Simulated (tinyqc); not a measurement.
CIS on RHF in the sto-6g basis, for H2O, spin multiplicity 1, step by step. One step of it, computed by the program tinyqc.

Question. CIS singlet states. Diagonalise A (1 hartree = 27.211386 eV); each vector has its largest component positive (the first on a tie). The transition dipole is mu = sqrt2 sum c_ia <i|r|a>.

CIS matrix A, singlet (hartree), lower triangle:
```
           1>6        1>7       2>6        2>7       3>6       3>7       4>6       4>7
1>6  20.320533
1>7   0.000000  20.363705
2>6   0.025477   0.000000  1.398835
2>7   0.000000   0.044383  0.000000   1.414308
3>6   0.000000  -0.000338  0.000000  -0.022876  0.699795
3>7  -0.021379   0.000000  0.055542   0.000000  0.000000  0.939942
4>6  -0.023384   0.000000  0.066340   0.000000  0.000000  0.130008  0.639814
4>7   0.000000  -0.028730  0.000000  -0.018783  0.041219  0.000000  0.000000  0.669367
5>6   0.000000   0.000000  0.000000   0.000000  0.000000  0.000000  0.000000  0.000000
5>7   0.000000   0.000000  0.000000   0.000000  0.000000  0.000000  0.000000  0.000000

          5>6       5>7
5>6  0.434759
5>7  0.000000  0.480645
```

dipole integrals <i|r|a> (bohr):
```
            x          y          z
1>6  0.000000   0.000000   0.043926
1>7  0.000000   0.051957   0.000000
2>6  0.000000   0.000000  -0.110724
2>7  0.000000  -0.108478   0.000000
3>6  0.000000  -0.790166   0.000000
3>7  0.000000   0.000000  -0.710171
4>6  0.000000   0.000000  -0.596737
4>7  0.000000  -0.711797   0.000000
5>6  0.066930   0.000000   0.000000
5>7  0.000000   0.000000   0.000000
```

Give: singlet excitation energies; lowest vectors; oscillator strengths 2/3 w |mu|^2.

Answer.

singlet excitation energies (eV): 11.8304  13.0790  16.0280  17.4319  19.7892  26.5356  38.4856  38.5170  552.9522  554.1286

lowest vectors:
```
     state 1  state 2  state 3  state 4  state 5  state 6
1>6   0.0000   0.0000   0.0008   0.0000   0.0000   0.0016
1>7   0.0000   0.0000   0.0000   0.0012   0.0008   0.0000
2>6   0.0000   0.0000  -0.0537   0.0000   0.0000  -0.1730
2>7   0.0000   0.0000   0.0000   0.0030   0.0429   0.0000
3>6   0.0000   0.0000   0.0000  -0.5707   0.8205   0.0000
3>7   0.0000   0.0000  -0.3394   0.0000   0.0000   0.9294
4>6   0.0000   0.0000   0.9391   0.0000   0.0000   0.3260
4>7   0.0000   0.0000   0.0000   0.8211   0.5701   0.0000
5>6   1.0000   0.0000   0.0000   0.0000   0.0000   0.0000
5>7   0.0000   1.0000   0.0000   0.0000   0.0000   0.0000
```

oscillator strengths 2/3 w |mu|^2: 0.0026  0.0000  0.0771  0.0153  1.0868  0.9073
